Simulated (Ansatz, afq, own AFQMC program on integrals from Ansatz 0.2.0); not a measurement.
Integrals from Ansatz 0.2.0, then the random walk in our own AFQMC program (afq).

```yaml
crystal:
  periodic: [false, false, false]
  atoms:
    - {symbol: Hf, position_ang: [0.000000, 0.000000, 0.000000]}
    - {symbol: Cl, position_ang: [0.000000, 0.000000, 1.879000]}
basis:
  gaussian: {orbitals: def2-SVP}
magnetization: {spin_polarized: true, initial_magnetization: 1}
correlation: {method: ccsd_t, electrons: outside_noble_gas, hamiltonian_folder: ham}
```

```sh
$ ansatz run in.yaml --threads 1 --pin off --events-out ev --progress --plain --max-ram 1382MiB
```

afq runs on the folder ham with

```
--method phaseless --trial cisd --walkers 60 --populations 1 --least-time 40 --time-step 0.005 --steps-per-block 50 --equilibration-blocks 40 --max-blocks 300 --target-error 0.0004 --factor-cut 1e-05 --start spin_pure --seed 2211 --release-times 0.24,0.6,1.2,2,3,4.2 --release-step 0.04 --release-every 4 --taylor-order 6
```

Times are imaginary, in 1/Eh. The walk had a cap of 2388 s. Core potentials past Kr, no spin–orbit coupling.

Log:

```
orbitals 41  electrons 6 5  factors 345 of 482
reference energy -506.68469683 Eh
CCSD correlation -0.21626016 Eh in 14 cycles, weight of the determinant in the CISD state 0.8463
energy of the start -506.892590 Eh
 block  time / (1/Eh)  mean weight  energy / Eh
     1     0.250  0.9987  -506.893386
     2     0.500  0.9971  -506.897762
     3     0.750  0.9983  -506.899428
     4     1.000  0.9986  -506.902686
     5     1.250  0.9990  -506.903761
     8     2.000  0.9997  -506.911391
    17     4.250  1.0009  -506.906516
    41    10.250  1.0000  -506.908397
    65    16.250  1.0006  -506.912317
    89    22.250  1.0007  -506.905614
   113    28.250  1.0003  -506.908593
   137    34.250  0.9992  -506.909751
   161    40.250  1.0025  -506.915986
   185    46.250  1.0028  -506.909542
   209    52.250  1.0016  -506.907447
   225    56.250  1.0010  -506.900524
   233    58.250  1.0002  -506.906989
   257    64.250  0.9985  -506.911004
   281    70.250  0.9988  -506.912853
   297    74.250  1.0010  -506.918676
   305    76.250  1.0005  -506.903643
   329    82.250  1.0001  -506.904589
   337    84.250  0.9992  -506.902878
blocks merged  error / Eh  count
     1  0.000270  300
     2  0.000339  150
     4  0.000381  75
     8  0.000432  37
    16  0.000410  18
    32  0.000370  9
released: time / (1/Eh)  energy / Eh  error  mean overlap
  0.24  -506.908544  0.000421  0.9998
  0.60  -506.908449  0.000365  1.0064
  1.20  -506.909512  0.000641  1.0127
  2.00  -506.909607  0.000701  1.0235
  3.00  -506.908938  0.000903  1.0083
  4.20  -506.909030  0.001575  1.0092
energy -506.908590 +/- 0.000432 Eh
(rows thinned)
```

The run passed its tests (sampling time, drift between the halves within three errors, error under three times the target), which doesn't prove that it has relaxed.

Against this walk (error 11.8 meV) on the same determinant: CCSD(T) 8.6 meV higher (within the noise). The error is statistical and leaves out the bias of the constraint. The determinant has ⟨S²⟩ = 0.89, so the low cluster orders mix in higher spin (the high orders can go on to a lower state of that spin), while the walk starts as a pure doublet. None of these is a sure reference here. Released to 2.00 1/Eh the energy moves by -28 ± 22 meV (both errors), within twice the noise.

Cautions: constraint bias not in the error; error above the target (11.8 against 10.9 meV); no spin-orbit coupling; outer-core shells of the metal frozen; higher spins were not checked; raised T1 diagnostic (T1 0.040, weight of the determinant 0.85, largest double 0.09); unrestricted determinant spin contaminated (⟨S²⟩ 0.89 against 0.75); the bias of populations of 60 walkers isn't removed.

The walk took 4.8 min on 1 thread of AMD EPYC 9R45 96-Core Processor (Zen 5), with other jobs on the host. The log's last line is the phaseless energy.

A walk keeps the symmetry of its determinant, which the program's search chose and which needn't be the lowest solution, so a lower state of the same spin and another symmetry isn't excluded.
